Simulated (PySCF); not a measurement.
Choosing a basis for TDDFT

Compound: C2H6OS.
Atom-mapped SMILES: `[CH3:1][S:2]([CH3:3])=[O:4]` (hydrogens: H5, H6, H7 on C1; H8, H9, H10 on C3)

TDDFT with PBE0 (PySCF), vertical singlets, core orbitals frozen in the response, spherical d and f functions. Geometry: PBE0-D3(BJ)/def2-SVP; no solvent, vibrations or thermal averaging.

**Question.** How do the low singlets change with the basis? Take 6-31G*, 6-31+G*, def2-SVP, aug-cc-pVDZ, def2-TZVP and def2-TZVPD.

**Answer.** 

| basis | functions | diffuse | S1 (eV) | S2 (eV) | S3 (eV) | S4 (eV) | S5 (eV) | LUMO (eV) | α (au) |
| --- | --- | --- | --- | --- | --- | --- | --- | --- | --- |
| 6-31G* | 72 | no | 6.11 | 6.26 | 7.00 | 7.46 | 7.57 | 1.52 | 42.0 |
| 6-31+G* | 88 | yes | 5.83 | 5.86 | 6.03 | 6.47 | 6.82 | 0.27 | 48.8 |
| def2-SVP | 90 | no | 6.26 | 6.28 | 6.80 | 7.20 | 7.32 | 1.45 | 43.1 |
| aug-cc-pVDZ | 150 | yes | 5.54 | 5.74 | 5.90 | 6.26 | 6.45 | -0.22 | 53.9 |
| def2-TZVP | 166 | no | 5.92 | 6.11 | 6.58 | 6.90 | 7.16 | 0.92 | 49.1 |
| def2-TZVPD | 214 | yes | 5.75 | 5.85 | 5.91 | 6.46 | 6.76 | 0.13 | 53.9 |

States are compared by their number. Against the largest diffuse basis here (def2-TZVPD, itself not a converged limit), sets without diffuse functions differ by up to 0.50 eV in S1 and 0.81 eV in S5; the smaller diffuse sets differ by up to 0.21 and 0.32 eV. State by state, the largest deviation of a set without diffuse functions is S1 0.50, S2 0.43, S3 1.09, S4 1.00, S5 0.81 eV. The same number needn't mean the same state in each row. Against def2-TZVPD the polarisability deviates by -22% in 6-31G*, -9% in 6-31+G*, -20% in def2-SVP, 0% in aug-cc-pVDZ, -9% in def2-TZVP. A single + in a Pople set puts diffuse functions on heavy atoms only.
